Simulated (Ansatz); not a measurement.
This geometry of C2H6N2 (10 atoms, charge 0, multiplicity 1) is a first-order saddle point.

These are results of RKS PBE-D4/STO-3G (Ansatz 0.2.0), not measurements.

```xyz
10
Properties=species:S:1:pos:R:3
C -1.313 0.034 0.022
C 0.042 0.027 0.091
N 0.942 -1.107 -0.346
N 0.839 1.069 0.709
H -1.866 -0.827 -0.375
H -1.905 0.893 0.369
H 0.492 -1.973 0.098
H 0.668 -1.257 -1.373
H 1.791 1.071 0.245
H 0.394 2.019 0.563
```

(1) Which two structures does it join? (They come from a converged band through this point; their orientation in space is the band's.)

(2) How far does it lie above each of them?

Results:

(1) No bond is made or broken. The dihedral C1–C2–N3–H8 goes from -22 to 139°.

First end point:

```xyz
10
Properties=species:S:1:pos:R:3
C -1.258 0.315 -0.406
C 0.000 -0.003 -0.002
N 0.822 -1.059 -0.600
N 0.716 0.664 1.089
H -1.796 -0.307 -1.131
H -1.771 1.203 -0.018
H 1.242 -1.621 0.201
H 0.161 -1.731 -1.091
H 1.700 0.870 0.739
H 0.266 1.617 1.223
```

Last end point:

```xyz
10
Properties=species:S:1:pos:R:3
C -1.348 0.169 -0.138
C -0.029 -0.054 0.111
N 0.633 -1.340 -0.130
N 0.815 0.867 0.879
H -1.973 -0.598 -0.610
H -1.832 1.105 0.167
H 0.088 -1.830 -0.899
H 1.591 -1.148 -0.554
H 1.757 0.945 0.388
H 0.381 1.832 0.789
```

(2) 27.3 kJ/mol above the first and 17.4 kJ/mol above the second. This is the barrier of this one path; another mechanism may lie lower. Limits of this set-up: minimal basis.

Time of the run: 52 s on 1 thread of Arm Neoverse V2, on a shared host, peak memory 0.18 GiB.
